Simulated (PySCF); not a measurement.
Gas-phase reaction: Si2H5 + 4 SiHF3 → 3 SiF4 + 3 SiH3

Method: PySCF energies (xtb for GFN2) plus ideal-gas RRHO corrections (1 bar). † marks an energy on the PBE0/def2-TZVP geometry and frequencies; other levels use their own. Open shells (unrestricted): Si2H5 (multiplicity 2), SiH3 (multiplicity 2); the rest are closed-shell singlets. GFN2 has no spin-polarisation term. Si2H5: computed as isolated molecules; such fragments, hydroxides, amides, oligomers or adducts are transient or little studied in the gas. The harmonic model lacks anharmonicity and excited electronic states, which grow with temperature; levels with a mode under 35 cm⁻¹ are left out. Internal rotation in Si2H5 is treated as a harmonic vibration of one conformer, which makes the entropy rough.

| level | ΔE electronic, kJ | ΔH°(298 K), kJ | ΔS°(298 K), J/K | ΔG°(600 K), kJ |
|---|---|---|---|---|
| GFN2-xTB | 501 | 490 | 104 | 428 |
| PBE/def2-SVP | 339 | 320 | 99 | 261 |
| PBE/def2-TZVP† | 342 | 323 | 98 | 264 |
| r2SCAN/def2-TZVP† | 321 | 302 | 98 | 243 |
| ωB97M-V/def2-TZVP† | 357 | 339 | 98 | 279 |
ΔH° is lowest at r2SCAN/def2-TZVP† and highest at GFN2-xTB. No reference value is set beside these.
